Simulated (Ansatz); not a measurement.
`FC1(S)C=N1` + H₂ → `SC1C=N1` + H–F at 700 K and 1 bar (hydrogenolysis of a C–F bond).

Program: Ansatz. Geometries: PBE0-D4/def2-TZVP. ΔE: electronic, gas phase. CCSD(T)/CBS is the MP2 limit (def2-TZVPP, def2-QZVPP) plus CCSD(T) − MP2 in def2-TZVPP, frozen cores. This one scheme is used for every species. One conformer a species, not always the lowest.

| species | CCSD(T)/CBS energy (Eh) | H − E (kJ/mol) | S (J/(mol·K)) |
| --- | --- | --- | --- |
| `FC1(S)C=N1` | -629.47985 | 154.2 | 390.1 |
| H₂ | -1.17544 | 46.8 | 155.3 |
| `SC1C=N1` | -530.29347 | 169.1 | 363.6 |
| H–F | -100.39570 | 45.2 | 198.5 |

H − E and S are ideal-gas, rigid-rotor, harmonic terms from PBE0-D4/def2-TZVP, for one conformer and one mirror image of each species. The MP2-based limit puts H₂ 0.8 mEh under its directly extrapolated value; such offsets cancel only in part. 1 Eh = 2625.50 kJ/mol, R = 8.31446 J/(mol·K).

Task: By hand: ΔE, ΔH, ΔS and ΔG.

Result: ΔE = (-530.29347) + (-100.39570) − (-629.47985) − (-1.17544) = -0.03388 Eh = -89.0 kJ/mol. Δ(H − E) = 169.1 + 45.2 − 154.2 − 46.8 = 13.3, so ΔH = -75.7 kJ/mol. ΔS = 363.6 + 198.5 − 390.1 − 155.3 = 16.7 J/(mol·K). ΔG = -75.7 − 700 × (16.7)/1000 = -87.4 kJ/mol.

Task: By hand: the equilibrium constant, and the temperature at which ΔG would vanish if ΔH and ΔS stayed fixed.

Result: log₁₀ K = −ΔG/(RT ln 10) = 6.5. ΔH and −TΔS have one sign here, so there is no such temperature.

ΔH outweighs TΔS. A doubt of 5 kJ/mol in ΔE shifts log₁₀ K by 0.4 here. Other conformers and mirror images would add mixing entropy, several J/(mol·K) or more a flexible species. These are equilibria of isolated gas molecules and say nothing of rates. Largest T1 diagnostic: 0.012 (customary marks: 0.02 for closed shells, 0.045 for open ones).
